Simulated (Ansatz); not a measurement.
Born–Oppenheimer molecular dynamics of BH$_{5}$O (7 atoms, charge 0, multiplicity 1). It starts at the highest image of a converged band. Of that band: Neighbouring images differ by up to 1.5 eV, so the band resolves the path poorly. A vibrational analysis at the climbing image gives one clearly imaginary mode, 1425i cm⁻¹: a first-order saddle point.

The calculation used RKS B3LYP/6-31G* (Ansatz 0.2.0).

| Quantity | Value |
| --- | --- |
| ensemble | NVE (velocity Verlet) |
| time step | 0.5 fs |
| steps asked | 200 |
| starting velocities drawn for | 300 K |
| seed | 6594 |

First frame:

```xyz
7
Properties=species:S:1:pos:R:3
B 0.072 -0.250 0.011
H -0.063 0.181 1.275
H 1.122 0.166 -0.369
H -0.949 0.034 -0.542
O 0.166 -1.783 0.431
H -0.697 -2.198 0.271
H -0.016 -0.838 1.273
```

Q: How far do the bonds stretch over the last three quarters of this one trajectory? (Pairs bonded in most of those frames.)

A: 
```
 bond  mean (Å)  spread (Å)  shortest  longest
B1–H3     1.206       0.041      1.13     1.29
B1–H4     1.215       0.046      1.13     1.31
B1–O5     1.360       0.044      1.26     1.45
H2–H7     0.745       0.023      0.71     0.78
O5–H6     0.970       0.011      0.95     0.99
```

Mean temperature of the second half: 2807 K. The conserved energy stayed within 0.25 meV per atom of its start (net change 0.012 meV per atom), so the integration is sound. The kinetic energy rose, since the run started high on the potential surface and went downhill. It ends in pieces (BH3O + H2), so much of that is their flight and rotation, not heat. A run of 0.1 ps of so small a system gives no equilibrium averages. The orbitals stay closed-shell, which can raise the energy where a bond breaks towards radicals; this wasn't checked here.

Time of the run: 2.5 min on 1 thread of Arm Neoverse V1 (shared host), peak memory 0.083 GiB.
